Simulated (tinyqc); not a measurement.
Born-Oppenheimer dynamics on the UHF/sto-6g surface (energies and gradients from PySCF), for H2O+, spin multiplicity 2, step by step. Computed by tinyqc, a small Python program that keeps every step (integrals from PySCF). Settings: charge = 1, multiplicity = 2, basis = sto-6g, time step (fs) = 0.5, steps = 16. Command: `OMP_NUM_THREADS=1 python tinyqc.py 30052 30053 out.jsonl` (the two numbers bound the seeds that draw the settings). One thread of a shared host (Intel(R) Xeon(R) Processor @ 2.60GHz), about 3 s of CPU time with the checks.

positions (bohr):
```
            x          y         z
1O   0.000000   0.026456  0.037795
2H  -0.051023   1.394618  0.929745
3H  -0.075589  -1.449420  0.952422
```

The total energy should stay constant up to terms of order dt^2; the step counts as short enough if it moves by less than 2 % of the largest kinetic energy.

Trajectory:
```
time (fs)  1O-2H (angstrom)  potential (hartree)  kinetic (hartree)  total (hartree)
0.000000           0.864690         -75.32839283         0.00080693     -75.32758590
0.500000           0.874257         -75.33514933         0.00706874     -75.32808058
1.000000           0.916023         -75.35651341         0.02720368     -75.32930973
1.500000           0.978341         -75.37396206         0.04418928     -75.32977278
2.000000           1.048371         -75.37831221         0.04879071     -75.32952149
2.500000           1.116306         -75.37135900         0.04227271     -75.32908629
3.000000           1.175850         -75.35873952         0.03000854     -75.32873099
3.500000           1.223325         -75.34556278         0.01705680     -75.32850598
4.000000           1.256741         -75.33524097         0.00685282     -75.32838816
4.500000           1.275125         -75.32963472         0.00129189     -75.32834283
5.000000           1.278083         -75.32949027         0.00114487     -75.32834539
5.500000           1.265553         -75.33476925         0.00637575     -75.32839350
6.000000           1.237766         -75.34468333         0.01617583     -75.32850749
6.500000           1.195421         -75.35743148         0.02871487     -75.32871661
7.000000           1.140052         -75.36984514         0.04080885     -75.32903629
7.500000           1.074615         -75.37732502         0.04790214     -75.32942288
8.000000           1.004352         -75.37481201         0.04512905     -75.32968295
```

Is the time step short enough?

No. The total energy moves within 2.2e-03 hartree; that is over 2 % of the largest kinetic energy, so the time step is too long.
